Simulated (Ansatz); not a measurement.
# CH2O2 (formic acid): from total energies to a heat of formation

The species is CH2O2 (5 atoms), meant as a singlet with charge 0. SMILES: `O=CO`. Geometry: relaxed at PBE0-D4/def2-TZVP. This is one conformer, not always the lowest.

```xyz
5

O    -0.3871   -0.4257    1.2053
C    -0.2309   -0.3472    0.0240
O     0.4570    0.6133   -0.5980
H    -0.6318   -1.0550   -0.7151
H     0.7928    1.2147    0.0838
```

Total energies at CCSD(T)/cc-pVTZ, 3 core orbitals frozen (Ansatz 0.2.0); the atoms run unrestricted:

| species | state | energy (Eh) |
| --- | --- | --- |
| CH2O2 | singlet | -189.501673 |
| O | triplet | -74.973962 |
| C | triplet | -37.780762 |
| H | doublet | -0.499810 |

Harmonic wavenumbers at PBE0-D4/def2-TZVP, in cm⁻¹: 636, 693, 1063, 1150, 1317, 1404, 1854, 3064, 3765.

Measured heats of formation of the gaseous atoms at 298.15 K, in kJ/mol: O 249.2, C 716.9, H 218.0. Spin-orbit lowering of the atoms at 298 K (mean of the ground term's levels less their thermal mean, from spectra), in kJ/mol: O 0.40, C 0.02. Take 1 Eh = 2625.50 kJ/mol, 1 cm⁻¹ = 0.0119627 kJ/mol, RT = 2.479 kJ/mol.

Task: What heat of formation follows?

Result: 
1. Electronic atomisation energy: 2 × (-74.973962) + (-37.780762) + 2 × (-0.499810) − (-189.501673) = 0.773367 Eh = 2030.5 kJ/mol.
2. Zero-point energy: half the sum of the wavenumbers, 7473 cm⁻¹ = 89.4 kJ/mol.
3. Thermal vibrational enthalpy, Σ hcν̃/(exp(hcν̃/kT) − 1): 0.9 kJ/mol. Translation, rotation and pV of a non-linear molecule: 4 RT = 9.9 kJ/mol.
4. The 5 free atoms carry 5/2 RT each: 31.0 kJ/mol.
5. Spin-orbit coupling lowers the free atoms by 2 × 0.40 + 0.02 = 0.8 kJ/mol.
6. Atomisation enthalpy at 298 K: 2030.5 − 0.8 − 89.4 − 0.9 − 9.9 + 31.0 = 1960.5 kJ/mol.
7. Sum of the atoms' heats of formation: 1651.3 kJ/mol. Heat of formation: 1651.3 − 1960.5 = -309.2 kJ/mol.

The tabulated value is -378.7 kJ/mol (CRC Handbook of Chemistry and Physics), so this level is off by +69.5 kJ/mol, or 3.4 % of the atomisation enthalpy that the table implies (2030.0 kJ/mol). Coupled cluster needs large bases for atomisation: in a finite one the molecule is underbound. Anharmonicity and any spin-orbit splitting of the molecule are left out, and cores are frozen in the wave-function part.
